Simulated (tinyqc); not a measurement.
Starting guesses with plain Roothaan steps: SCF starting guesses in the sto-3g basis, for BH2+, spin multiplicity 1. Computed by the program tinyqc with PySCF. 

Geometry (angstrom):
```
atom       x        y       z
B     0.0000   0.0000  0.0000
H     0.0000   1.2030  0.6600
H     0.0000  -1.2030  0.6600
```

lowest restricted solution found by these runs and by PySCF = -25.098408 hartree

RHF with one setting changed at a time; a run stops when the energy changes by less than 1e-09 hartree and the error matrix is below 1e-5. Starts: the lowest orbitals of the core Hamiltonian, of the Wolfsberg-Helmholz matrix (K = 1.75), projected atomic densities, random orbitals, and the highest orbitals of the core Hamiltonian (a deliberately bad start).

Largest element of the error matrix X^T (FDS - SDF) X:
```
iteration     core  Wolfsberg-Helmholz  atomic densities   random  highest core orbitals
1          4.9e-01             2.7e-01           3.6e-01  4.7e+00                1.2e-01
2          8.3e-02             6.1e-02           5.7e-02  3.6e-01                3.3e-01
3          3.0e-02             2.5e-02           2.0e-02  2.0e-01                3.5e-01
4          1.0e-02             9.7e-03           7.2e-03  7.6e-02                3.5e-02
5          3.8e-03             3.8e-03           2.6e-03  4.5e-02                1.0e-02
6          1.4e-03             1.5e-03           9.9e-04  2.8e-02                2.8e-03
8          2.1e-04             2.2e-04           1.6e-04  1.0e-02                2.4e-04
10         3.1e-05             3.5e-05           2.6e-05  3.9e-03                2.4e-05
14               -                   -                 -  5.4e-04                      -
20               -                   -                 -  2.8e-05                      -
```

How each run ends:
```
run                    iterations  E (hartree)         state
core                           12   -25.098408  lowest found
Wolfsberg-Helmholz             12   -25.098408  lowest found
atomic densities               12   -25.098408  lowest found
random                         23   -25.098408  lowest found
highest core orbitals          12   -25.098408  lowest found
```

5 of 5 runs reach the lowest restricted solution found, in 12 to 23 iterations (fastest: core, Wolfsberg-Helmholz, atomic densities, highest core orbitals). The first errors are 5e-01, 3e-01, 4e-01, 5e+00, 1e-01.
